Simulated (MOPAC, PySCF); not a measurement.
Ligands exchanged one at a time, Si F-Br. Gas-phase values, no solvent. Strings in code marks are SMILES.

Quantity: redistribution energy (mixed species minus the weighted end members), in kcal/mol. Semi-empirical values (MOPAC) are differences of heats of formation.

Level 1: PBE-D3(BJ)/def2-TZVP (PySCF)
Level 2: M06-2X/6-31G* // PBE-D3(BJ)/def2-TZVP (PySCF)
Level 3: PM3 // PBE-D3(BJ)/def2-TZVP (MOPAC)
Level 4: PM7 // PBE-D3(BJ)/def2-TZVP (MOPAC)

| species | level 1 | level 2 | level 3 | level 4 |
|---|---|---|---|---|
| 2 of 4 F replaced by Br: `F[Si](F)(Br)Br` | 1.52 | 1.02 | 3.50 | -0.45 |
| 3 of 4 F replaced by Br: `F[Si](Br)(Br)Br` | 1.24 | 0.95 | 3.00 | 0.10 |
| 1 of 4 F replaced by Br: `F[Si](F)(F)Br` | 1.05 | 0.67 | 2.24 | -0.89 |
